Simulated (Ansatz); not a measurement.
## Rock-salt KBr: LO phonon frequency at X by level of theory

No measured value is used here.

| level (code) | value (cm⁻¹) | cell (Å³/atom) |
|---|---|---|
| LDA (Ansatz) | 142 | 32.34 |
| PBE (Ansatz) | 111 | 37.68 |
| r²SCAN (Ansatz) | 126 | 36.08 |

Each level is taken at its own relaxed cell. Cutoffs differ between the levels. Ansatz's density-functional and Hartree–Fock values are scalar-relativistic unless marked +SOC, with PAW data made under PBE.

Ansatz is a first-principles code.
